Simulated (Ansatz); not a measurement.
Input:

```yaml
crystal:
  periodic: [false, false, false]
  atoms:
    - { symbol: C, position_ang: [-0.28519, 1.04505, -1.08589] }
    - { symbol: C, position_ang: [-0.04352, 0.24296, -0.20267] }
    - { symbol: C, position_ang: [0.22477, -0.65635, 0.77745] }
    - { symbol: F, position_ang: [-0.11107, -1.94833, 0.63886] }
    - { symbol: H, position_ang: [-0.49256, 1.7436, -1.83962] }
    - { symbol: H, position_ang: [0.70756, -0.42692, 1.71188] }
magnetization:
  spin_polarized: true
  initial_magnetization: 1
basis:
  gaussian: { orbitals: def2-SVP }
hamiltonian:
  xc: { name: BHLYP }
  dispersion: d4
relax:
  f_tol: 0.02
  max_steps: 40
```

Command:

```bash
$ ansatz run input.yaml --threads 1 --pin off --max-ram 2048MiB --backend cpu --events-out ev --progress --plain --runs-dir out
```

Hardware: 1 thread of Arm Neoverse V2, on a shared host.

Question: Roughly how long does this run take, and how much memory?

Answer: 19 s, with a peak of 0.14 GiB, for 7 ionic steps.
